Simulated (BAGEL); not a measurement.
**singlet AlNH2Cl− at 3 levels**

Aim: a comparison of 3 runs (HF/3-21G, B3LYP/6-31G*, RI-MP2/aug-cc-pVDZ) of singlet AlNH2Cl−. 

The calculation is run with BAGEL 1.2.2.

2 further runs of the same task are left out: 2 that didn't finish. Runs told in other sessions of the task aren't counted.

### 1 The molecule

The species is AlNH2Cl− (5 atoms), meant as a singlet with charge -1. As SMILES of the parent species, `[NH2][Al][Cl]`. The coordinates come from a PBE0-D4/def2-TZVP relaxation. This is one conformer, not always the lowest. That shape belongs to the parent species and isn't relaxed for this state.

Bond lengths: N1–Al2 1.765 Å, Al2–Cl3 2.116 Å, N1–H4 1.007 Å, N1–H5 1.009 Å. Angles: N1–Al2–Cl3 116.7°, Al2–N1–H4 124.9°, Al2–N1–H5 124.1°, H4–N1–H5 111.0°.

### 2 A single-point energy at HF/3-21G (density fitting with qzvpp-jkfit) (run 1)

File hf.json:

```json
{ "bagel": [

{
  "title": "molecule",
  "basis": "3-21g",
  "df_basis": "qzvpp-jkfit",
  "angstrom": true,
  "geometry": [
    { "atom": "N", "xyz": [   -0.549400,    0.461700,   -0.232000 ] },
    { "atom": "Al", "xyz": [    0.402600,   -0.291600,    1.049100 ] },
    { "atom": "Cl", "xyz": [    1.907000,   -1.649700,    0.440800 ] },
    { "atom": "H", "xyz": [   -1.293600,    1.123300,   -0.083500 ] },
    { "atom": "H", "xyz": [   -0.416600,    0.282700,   -1.215900 ] }
  ]
},
{
  "title": "hf",
  "charge": -1
},
{
  "title": "print",
  "file": "orbitals.molden",
  "orbitals": true
}

]}
```

The run is started by

```bash
$ BAGEL_NUM_THREADS=1 BAGEL hf.json > hf.out
```

Log:

```text
* using 1 threads per process

  ===============================================================
  ===============================================================

  *** Geometry ***

  { "atom" : "N", "xyz" : [     -1.038216,      0.872487,     -0.438416 ] },
  { "atom" : "Al", "xyz" : [      0.760804,     -0.551044,      1.982512 ] },
  { "atom" : "Cl", "xyz" : [      3.603708,     -3.117481,      0.832991 ] },
  { "atom" : "H", "xyz" : [     -2.444550,      2.122729,     -0.157792 ] },
  { "atom" : "H", "xyz" : [     -0.787260,      0.534226,     -2.297718 ] },

  Number of auxiliary basis functions:      369

  Since a DF basis is specified, we compute 2- and 3-index integrals:
    o Being stored without compression. Storage requirement is 0.004 GB

  Number of basis functions:       39
  Number of electrons      :       39

    * METHOD: MOLECULE                             0.07

  *** RHF ***

  === Nuclear Repulsion ===
   119.5241693344

      * DIIS with orbital gradients will be used.

  === RHF iteration (3-21g) ===
      0       -753.10652290          0.03558066           0.01
      1       -753.23330686          0.02111912           0.01
      2       -753.28120954          0.00150102           0.01
      3       -753.28257763          0.00048595           0.01
      4       -753.28276127          0.00017392           0.01
      5       -753.28279327          0.00003872           0.01
      6       -753.28279444          0.00000766           0.01
      7       -753.28279448          0.00000228           0.01
      8       -753.28279448          0.00000073           0.01
      9       -753.28279448          0.00000032           0.01
     10       -753.28279448          0.00000003           0.01
     11       -753.28279448          0.00000001           0.01
     12       -753.28279448          0.00000000           0.01
    * SCF iteration converged.

    * Permanent dipole moment:
           (    0.313541,    -0.148479,     1.984092) a.u.

    * METHOD: HF                                   0.19

    * METHOD: PRINT                                0.00

  ===============================================================
```

It took 0.4 s on 1 thread of Arm Neoverse V2, shared host.

### 3 The energy at B3LYP/6-31G(d) (density fitting with qzvpp-jkfit, spherical functions) (run 2)

File input.json:

```json
{ "bagel" : [

{
  "title" : "molecule",
  "basis" : "6-31gs.json",
  "df_basis" : "qzvpp-jkfit",
  "angstrom" : true,
  "geometry" : [
    { "atom" : "N", "xyz" : [   -0.549400,    0.461700,   -0.232000 ] },
    { "atom" : "Al", "xyz" : [    0.402600,   -0.291600,    1.049100 ] },
    { "atom" : "Cl", "xyz" : [    1.907000,   -1.649700,    0.440800 ] },
    { "atom" : "H", "xyz" : [   -1.293600,    1.123300,   -0.083500 ] },
    { "atom" : "H", "xyz" : [   -0.416600,    0.282700,   -1.215900 ] }
  ]
},
{
  "title" : "ks",
  "xc_func" : "b3lyp",
  "charge" : -1
},
{
  "title" : "print",
  "file" : "orbitals.molden",
  "orbitals" : true
}

]}
```

The basis set 6-31G* is read from a file made from the Basis Set Exchange's data (not shown).

The run is started by

```bash
$ BAGEL_NUM_THREADS=1 BAGEL input.json > input.out
```

Log:

```text
* using 1 threads per process

  ===============================================================
  ===============================================================

  *** Geometry ***

  { "atom" : "N", "xyz" : [     -1.038216,      0.872487,     -0.438416 ] },
  { "atom" : "Al", "xyz" : [      0.760804,     -0.551044,      1.982512 ] },
  { "atom" : "Cl", "xyz" : [      3.603708,     -3.117481,      0.832991 ] },
  { "atom" : "H", "xyz" : [     -2.444550,      2.122729,     -0.157792 ] },
  { "atom" : "H", "xyz" : [     -0.787260,      0.534226,     -2.297718 ] },

  Number of auxiliary basis functions:      369

  Since a DF basis is specified, we compute 2- and 3-index integrals:
    o Being stored without compression. Storage requirement is 0.009 GB

  Number of basis functions:       54
  Number of electrons      :       39

    * METHOD: MOLECULE                             0.09

  *** Kohn-Sham DFT ***

    * Removing 7666 points whose weight is below 1.00e-10
    * Grid points: 66864

  === Nuclear Repulsion ===
   119.5241693344

       - DIIS with orbital gradients will be used.

  === KS iteration (b3lyp / 6-31gs.json) ===
      0       -704.69951447          0.17097745           0.09
      1       -575.55178461          0.24060202           0.09
      2       -681.46166908          0.25613065           0.09
      3       -736.13970687          0.12871631           0.09
      4       -747.08324169          0.12851642           0.09
      5       -758.25038249          0.03119565           0.09
      6       -757.92113441          0.04337704           0.09
      7       -758.62084875          0.01164788           0.09
      8       -758.66985145          0.00252528           0.09
      9       -758.67280788          0.00142936           0.09
     10       -758.67331808          0.00034882           0.09
     11       -758.67335040          0.00005929           0.09
     12       -758.67335118          0.00002035           0.09
     13       -758.67335132          0.00000713           0.09
     14       -758.67335135          0.00000123           0.09
     15       -758.67335135          0.00000083           0.09
     16       -758.67335135          0.00000004           0.09
     17       -758.67335135          0.00000002           0.09
     18       -758.67335135          0.00000001           0.09
    * SCF iteration converged.

    * Permanent dipole moment:
           (   -0.010311,     0.125216,     1.822209) a.u.

    * METHOD: KS                                   1.80

    * METHOD: PRINT                                0.01

  ===============================================================
```

It took 2 s on 1 thread of Arm Neoverse V2, shared host; peak memory 0.21 GiB.

### 4 The energy at RI-MP2/aug-cc-pVDZ (density fitting with qzvpp-jkfit) (run 3)

File calc.json:

```json
{ "bagel" : [

{
  "title" : "molecule",
  "basis" : "aug-cc-pvdz.json",
  "df_basis" : "qzvpp-jkfit",
  "angstrom" : true,
  "geometry" : [
    { "atom" : "N", "xyz" : [   -0.549400,    0.461700,   -0.232000 ] },
    { "atom" : "Al", "xyz" : [    0.402600,   -0.291600,    1.049100 ] },
    { "atom" : "Cl", "xyz" : [    1.907000,   -1.649700,    0.440800 ] },
    { "atom" : "H", "xyz" : [   -1.293600,    1.123300,   -0.083500 ] },
    { "atom" : "H", "xyz" : [   -0.416600,    0.282700,   -1.215900 ] }
  ]
},
{
  "title" : "hf",
  "charge" : -1
},
{
  "title" : "mp2",
  "charge" : -1,
  "ncore" : 11
}

]}
```

The basis set aug-cc-pVDZ is read from a file made from the Basis Set Exchange's data (not shown).

The run is started by

```bash
$ BAGEL_NUM_THREADS=1 BAGEL calc.json > calc.out
```

Log:

```text
* using 1 threads per process

  ===============================================================
  ===============================================================

  *** Geometry ***

  { "atom" : "N", "xyz" : [     -1.038216,      0.872487,     -0.438416 ] },
  { "atom" : "Al", "xyz" : [      0.760804,     -0.551044,      1.982512 ] },
  { "atom" : "Cl", "xyz" : [      3.603708,     -3.117481,      0.832991 ] },
  { "atom" : "H", "xyz" : [     -2.444550,      2.122729,     -0.157792 ] },
  { "atom" : "H", "xyz" : [     -0.787260,      0.534226,     -2.297718 ] },

  Number of auxiliary basis functions:      369

  Since a DF basis is specified, we compute 2- and 3-index integrals:
    o Being stored without compression. Storage requirement is 0.027 GB

  Number of basis functions:       95
  Number of electrons      :       39

    * METHOD: MOLECULE                             0.11

  *** RHF ***

  === Nuclear Repulsion ===
   119.5241693344

      * DIIS with orbital gradients will be used.

  === RHF iteration (aug-cc-pvdz.json) ===
      0       -756.49162156          0.03049500           0.03
      1       -756.58672347          0.03824853           0.03
      2       -757.12125023          0.00382479           0.03
      3       -757.13424508          0.00124434           0.03
      4       -757.13634465          0.00039797           0.03
      5       -757.13663925          0.00012066           0.03
      6       -757.13667196          0.00003283           0.03
      7       -757.13667462          0.00000867           0.03
      8       -757.13667485          0.00000332           0.03
      9       -757.13667489          0.00000109           0.03
     10       -757.13667489          0.00000036           0.03
     11       -757.13667489          0.00000015           0.03
     12       -757.13667489          0.00000006           0.03
     13       -757.13667489          0.00000002           0.03
     14       -757.13667489          0.00000001           0.03
    * SCF iteration converged.

    * Permanent dipole moment:
           (   -0.271958,     0.371378,     2.085016) a.u.

    * METHOD: HF                                   0.57

  *** RHF ***

  === Nuclear Repulsion ===
   119.5241693344

      * DIIS with orbital gradients will be used.

  === RHF iteration (aug-cc-pvdz.json) ===
      0       -757.13667489          0.00000000           0.03
    * SCF iteration converged.

    * Permanent dipole moment:
           (   -0.271958,     0.371378,     2.085018) a.u.

  === DF-MP2 calculation ===

    * freezing 11 orbitals
    * 3-index integral transformation done
    * assembly done

      MP2 correlation energy:   -0.4061023875      0.02

      MP2 total energy:       -757.5427772819

    * METHOD: MP2                                  0.09

  ===============================================================
```

It took 0.9 s on 1 thread of Arm Neoverse V2, shared host.

### 5 All runs side by side

| run | level | frozen core orbitals | energy (Eh) | HOMO energy (eV) | LUMO energy (eV) | HOMO–LUMO gap (eV) | wall time |
| --- | --- | --- | --- | --- | --- | --- | --- |
| 1 | HF/3-21G (density fitting with qzvpp-jkfit) | – | -753.282794 | -0.60 | 7.73 | 8.32 | 0.4 s |
| 2 | B3LYP/6-31G* (density fitting with qzvpp-jkfit, spherical functions) | – | -758.673351 | 1.29 | 4.91 | 3.62 | 2 s |
| 3 | RI-MP2/aug-cc-pVDZ (density fitting with qzvpp-jkfit) | 11 | -757.542777 | – | – | – | 0.9 s |

### 6 What came out

```
                                           quantity          value
                                run 3: total energy  -757.54278 Eh
run 3: correlation energy (11 core orbitals frozen)     -406.1 mEh
```

In run 2 the HOMO lies above zero, from self-interaction, a short basis or an electron that isn't bound. All runs together took 3.3 s, the longest 2 s.
